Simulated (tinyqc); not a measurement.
Extended Hueckel theory, for BH3, step by step. Computed by tinyqc, a small Python program that keeps every step (integrals from PySCF). Settings: charge = 0, K = 2.0, multiplicity = 1. Command: `OMP_NUM_THREADS=1 python tinyqc.py 23947 23948 out.jsonl` (the two numbers bound the seeds that draw the settings). One thread of a shared host (Intel(R) Xeon(R) Processor @ 2.60GHz), about 0.01 s of CPU time with the checks.

## Overlaps

Geometry (angstrom):
```
atom          x          y         z
B      0.000000   0.000000  0.003000
H      1.180000   0.000000  0.000000
H     -0.590000   1.022000  0.000000
H     -0.590000  -1.022000  0.000000
```

Parameters chosen for this run:
```
element  shell  Slater exponent   H_ii (eV)
H           1s         1.300000  -13.600000
B           2s         1.300000  -15.200000
B           2p         1.300000   -8.500000
```

Slater orbitals, each expanded in six Gaussians scaled to its exponent.

overlap S, order 1B 2s, 1B 2px, 1B 2py, 1B 2pz, 2H 1s, 3H 1s, 4H 1s:
$$\begin{pmatrix}
1.000000 & 0.000000 & 0.000000 & 0.000000 & 0.493298 & 0.493262 & 0.493262 \\
0.000000 & 1.000000 & 0.000000 & 0.000000 & 0.534954 & -0.267448 & -0.267448 \\
0.000000 & 0.000000 & 1.000000 & 0.000000 & 0.000000 & 0.463275 & -0.463275 \\
0.000000 & 0.000000 & 0.000000 & 1.000000 & -0.001360 & -0.001360 & -0.001360 \\
0.493298 & 0.534954 & 0.000000 & -0.001360 & 1.000000 & 0.095154 & 0.095154 \\
0.493262 & -0.267448 & 0.463275 & -0.001360 & 0.095154 & 1.000000 & 0.095132 \\
0.493262 & -0.267448 & -0.463275 & -0.001360 & 0.095154 & 0.095132 & 1.000000
\end{pmatrix}$$

## Wolfsberg-Helmholz matrix

diagonal H_ii (eV): 1B 2s -15.200000, 1B 2px -8.500000, 1B 2py -8.500000, 1B 2pz -8.500000, 2H 1s -13.600000, 3H 1s -13.600000, 4H 1s -13.600000

K = 2.000000

H_ij = K' S_ij (H_ii + H_jj)/2 for i != j (the diagonal keeps H_ii), with K' = 2.

H (eV), order 1B 2s, 1B 2px, 1B 2py, 1B 2pz, 2H 1s, 3H 1s, 4H 1s:
$$\begin{pmatrix}
-15.200000 & 0.000000 & 0.000000 & 0.000000 & -14.206978 & -14.205936 & -14.205936 \\
0.000000 & -8.500000 & 0.000000 & 0.000000 & -11.822493 & 5.910610 & 5.910610 \\
0.000000 & 0.000000 & -8.500000 & 0.000000 & 0.000000 & -10.238379 & 10.238379 \\
0.000000 & 0.000000 & 0.000000 & -8.500000 & 0.030057 & 0.030054 & 0.030054 \\
-14.206978 & -11.822493 & 0.000000 & 0.030057 & -13.600000 & -2.588181 & -2.588181 \\
-14.205936 & 5.910610 & -10.238379 & 0.030054 & -2.588181 & -13.600000 & -2.587582 \\
-14.205936 & 5.910610 & 10.238379 & 0.030054 & -2.588181 & -2.587582 & -13.600000
\end{pmatrix}$$

## Orbitals

valence electrons = 6

Solve H C = S C e through S^(-1/2); fill by pairs from the bottom, a degenerate level sharing its electrons equally; each orbital has its largest coefficient positive (the first on a tie).

orbital energies (eV): [-21.337844, -15.339776, -15.339573, -8.500028, 15.905233, 15.905954, 32.584989]

occupations: [2.000000, 2.000000, 2.000000, 0.000000, 0.000000, 0.000000, 0.000000]

coefficients, order 1B 2s, 1B 2px, 1B 2py, 1B 2pz, 2H 1s, 3H 1s, 4H 1s:
$$\begin{pmatrix}
0.516517 & 0.000000 & -0.000015 & 0.002288 & 0.000000 & -0.000367 & 1.522803 \\
0.000002 & 0.000000 & 0.439328 & 0.000000 & 0.000000 & 1.307475 & 0.000448 \\
0.000000 & 0.439312 & 0.000000 & 0.000000 & 1.307480 & 0.000000 & 0.000000 \\
-0.000070 & 0.000000 & 0.000000 & 0.999997 & 0.000000 & 0.000001 & -0.004350 \\
0.287110 & 0.000000 & 0.553912 & -0.000510 & 0.000000 & -1.046171 & -0.801420 \\
0.287089 & 0.479717 & -0.276977 & -0.000510 & -0.906162 & 0.523383 & -0.800877 \\
0.287089 & -0.479717 & -0.276977 & -0.000510 & 0.906162 & 0.523383 & -0.800877
\end{pmatrix}$$

sum of one-electron energies = -104.034386 eV

Within a degenerate level the vectors are fixed only up to a rotation; this is one choice.

## Mulliken analysis

P = C n C^T; charge = valence electrons (H 1, B 3) minus the sum of (P S)_ii on the atom; overlap population = 2 sum P_ij S_ij between two atoms.

charges: 1B 0.474456, 2H -0.158143, 3H -0.158157, 4H -0.158157

Overlap populations:
```
pair      value
2-1    0.813327
3-1    0.813292
3-2   -0.027022
4-1    0.813292
4-2   -0.027022
4-3   -0.027015
```
